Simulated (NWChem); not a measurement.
dimethyl ether (C$_{2}$H$_{6}$O); SMILES COC

Program: NWChem. Pople sets run with spherical d functions. Each level has its own optimisation; frequencies are unscaled.

```csv
level,r C–O (Å),highest harmonic frequency (cm⁻¹),lowest (cm⁻¹),zero-point energy (kcal/mol),dipole (D)
Hartree-Fock/STO-3G,1.434,3719,223,59.4,1.33
Hartree-Fock/3-21G,1.433,3292,232,53.7,1.85
Hartree-Fock/6-31G*,1.391,3304,215,54.0,1.47
B3LYP/6-31G*,1.409,3135,226,50.4,1.26
"LDA (Slater exchange, VWN5)/def2-SVP",1.381,3056,243,48.2,1.10
PBE/def2-SVP,1.404,3059,230,48.4,1.13
BLYP/def2-SVP,1.415,3033,226,48.2,1.13
PBE0/def2-SVP,1.391,3156,222,50.1,1.25
```
